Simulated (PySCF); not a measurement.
SCF from a fresh guess for singlet SiH4, at the PBE0 minimum. PySCF input:

```python
from pyscf import gto, scf, dft
mol = gto.M(atom='''
Si    -0.000000    -0.000000     0.000000
H      0.857220     0.857220     0.857220
H     -0.857220     0.857220    -0.857220
H      0.857220    -0.857220    -0.857220
H     -0.857220    -0.857220     0.857220''',
    basis={'Si': 'def2-TZVP', 'H': 'def2-TZVP'},
    charge=0, spin=0)
mf = dft.RKS(mol, xc='PBE0')
mf.grids.atom_grid = (50, 194)
aux = {'Si': 'def2-universal-JKFIT', 'H': 'def2-universal-JKFIT'}
mf = mf.density_fit(auxbasis=aux)
mf.conv_tol = 1e-08
mf.diis_space = 10
mf.max_cycle = 60
mf.init_guess = 'minao'
mf.verbose = 4
mf.kernel()
```

Excerpt of the output (cycles and frontier levels):

```
init E= -291.467711317154
  HOMO = -0.375382219359076  LUMO = 0.00745599433136842  gap/eV = 10.41756
cycle= 1 E= -291.754479123622  delta_E= -0.287  |g|= 0.0934  |ddm|= 1.36
  HOMO = -0.358810029676379  LUMO = 0.0411329674367519  gap/eV = 10.88300
cycle= 2 E= -291.755959897157  delta_E= -0.00148  |g|= 0.0319  |ddm|= 0.0806
  HOMO = -0.361386158892885  LUMO = 0.0398738042096898  gap/eV = 10.91884
cycle= 3 E= -291.756029693582  delta_E= -6.98e-05  |g|= 0.00545  |ddm|= 0.0136
  HOMO = -0.362661415438007  LUMO = 0.0391600797742106  gap/eV = 10.93412
cycle= 4 E= -291.756033606597  delta_E= -3.91e-06  |g|= 0.00101  |ddm|= 0.00468
  HOMO = -0.362274475583656  LUMO = 0.0394338352959488  gap/eV = 10.93104
cycle= 5 E= -291.756033977811  delta_E= -3.71e-07  |g|= 0.000171  |ddm|= 0.00146
  HOMO = -0.362273920110371  LUMO = 0.0394335848910029  gap/eV = 10.93102
cycle= 6 E= -291.756033986008  delta_E= -8.2e-09  |g|= 5.51e-06  |ddm|= 0.000207
  HOMO = -0.362275779218646  LUMO = 0.0394325695103775  gap/eV = 10.93104
Extra cycle  E= -291.756033986027  delta_E= -1.81e-11  |g|= 1.21e-06  |ddm|= 1.57e-05
converged SCF energy = -291.756033986027
```

No lower solution of this spin was found by a stability analysis within the restricted form, which does not test spin polarisation.

The search for the lowest solution, with the stability check, took 2.1 s on 2 threads of a shared Arm Neoverse V1 host, with 61 basis functions; the process peaked at 0.29 GiB.
